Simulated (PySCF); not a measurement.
Molecule: methylketene, C$_{3}$H$_{4}$O.

Bonds (- single, = double, # triple, : aromatic): C1-C2, C2=C3, C3=O4. C1 carries H5, H6, H7; C2 carries H8.

Frames of a GFN2-xTB Langevin trajectory at 300 K; GIAO PBE0/pcSseg-1 shieldings in PySCF 2.14.0 with density-fitted response routines, gas phase, non-relativistic; equivalent atoms averaged within each frame.

References, each an isolated molecule treated in the same way: 13C (186.93 ppm) and 1H (31.72 ppm) vs TMS; 17O (336.08 ppm) against H2O. The references are static minima.

Question: How do the shifts (ppm) fluctuate along the trajectory?

Answer: 
```
         time (fs)     C3    C2    C1     O4    H8  H5/H6/H7
optimised geometry  204.8  12.3   7.1  385.1  2.61      1.74
               250  200.5  10.4   7.8  378.6  2.60      1.85
               425  212.9  12.5  -0.7  406.5  2.66      1.40
               625  202.4  10.6   7.4  386.8  2.13      1.64
               800  190.2   2.2   2.5  341.5  1.60      1.12
              1000  209.5  14.2   5.4  395.5  2.90      1.40
    mean of frames  203.1  10.0   4.5  381.8  2.38      1.48
standard deviation    8.8   4.6   3.6   24.8  0.52      0.28
```

5 frames give an uncertainty of the mean of about the standard deviation over 2.2 at best, since frames this close in time may not be independent; classical motion lacks zero-point vibration, and the reference would need the same averaging.
